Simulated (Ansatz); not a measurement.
`C#CC=O` + H₂O → `O=CO` + `C#C` at 400 K and 1 bar (formal hydrolysis of a C–C bond).

Calculated with Ansatz (gas phase, PBE0-D4/def2-TZVP geometries, no zero-point term in ΔE). CCSD(T)/CBS adds triple-zeta CCSD(T) − MP2 to the extrapolated MP2 energy (def2 sets, frozen cores). This one scheme is used for every species. One conformer a species, not always the lowest.

```csv
species,CCSD(T)/CBS energy (Eh),H − E (kJ/mol),S (J/(mol·K))
`C#CC=O`,-190.43458,118.8,293.7
H₂O,-76.37941,69.8,198.6
`O=CO`,-189.60296,105.1,262.3
`C#C`,-77.22717,85.5,213.8
```

H − E and S are ideal-gas, rigid-rotor, harmonic terms from PBE0-D4/def2-TZVP, for one conformer and one mirror image of each species. 1 Eh = 2625.50 kJ/mol, R = 8.31446 J/(mol·K).

Problem. By hand: ΔE, ΔH, ΔS and ΔG.

Solution. ΔE = (-189.60296) + (-77.22717) − (-190.43458) − (-76.37941) = -0.01614 Eh = -42.4 kJ/mol. Δ(H − E) = 105.1 + 85.5 − 118.8 − 69.8 = 2.0, so ΔH = -40.4 kJ/mol. ΔS = 262.3 + 213.8 − 293.7 − 198.6 = -16.2 J/(mol·K). ΔG = -40.4 − 400 × (-16.2)/1000 = -33.9 kJ/mol.

Problem. By hand: the equilibrium constant, and the temperature at which ΔG would vanish if ΔH and ΔS stayed fixed.

Solution. log₁₀ K = −ΔG/(RT ln 10) = 4.4. ΔG = 0 at ΔH/ΔS = 2494 K, though so small a ΔS makes that figure unsure.

ΔH outweighs TΔS. A doubt of 5 kJ/mol in ΔE shifts log₁₀ K by 0.7 here. Other conformers and mirror images would add mixing entropy, several J/(mol·K) or more a flexible species. These are equilibria of isolated gas molecules and say nothing of rates. Largest T1 diagnostic: 0.016 (customary marks: 0.02 for closed shells, 0.045 for open ones).
